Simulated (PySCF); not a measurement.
# A complex of hydrogen chloride and methanimine

A gas-phase complex of hydrogen chloride and methanimine; neutral, singlet. The structure comes from a short search (a few tight-binding starts) and was relaxed by PBE0-D3(BJ)/def2-SVPD; another way of binding may lie lower. No frequency run checks that it is a minimum.

Parts: 1 = hydrogen chloride (Cl), atoms 1–2; 2 = methanimine (C=N), atoms 3–7.

Coordinates in Å:
```
Cl1     0.030   -0.396    0.654
H2      0.063   -0.520   -0.716
C3     -0.463    0.426   -2.930
N4      0.040   -0.540   -2.290
H5     -0.884    1.268   -2.366
H6     -0.503    0.472   -4.028
H7      0.415   -1.291   -2.868
```

| contact | kind (by geometry) | distance (Å) | angle (°) |
| --- | --- | --- | --- |
| H2···N4 | hydrogen bond | 1.573 | 175 |

Interaction energies are complex less parts, with the parts frozen as they stand in it; counterpoise-corrected, in kcal/mol (PySCF). The CCSD(T) estimate is Hartree-Fock/aug-cc-pVTZ, plus the MP2 correlation part extrapolated as X⁻³ from aug-cc-pVDZ and aug-cc-pVTZ, plus CCSD(T) less MP2 in aug-cc-pVDZ; noble-gas cores are frozen. It isn't the exact limit.

Q: Give the interaction energy at each level run.

A: 
```
                         level  interaction  superposition error removed
      Hartree-Fock/aug-cc-pVTZ        -6.15                            -
               MP2/aug-cc-pVTZ       -11.41                        -0.93
CCSD(T), estimated basis limit        -9.89                            -
```

Q: What holds them together? Decompose the MP2/aug-cc-pVTZ energy: frozen parts, their antisymmetrised product, then relaxation.

A: electrostatic -26.8, Pauli repulsion +42.3, orbital relaxation -21.8, correlation -6.1 kcal/mol, which sum to the value before the counterpoise correction, the first three by Hartree-Fock. Of the attraction, 49 % is electrostatic, 40 % is orbital relaxation, 11 % is correlation.
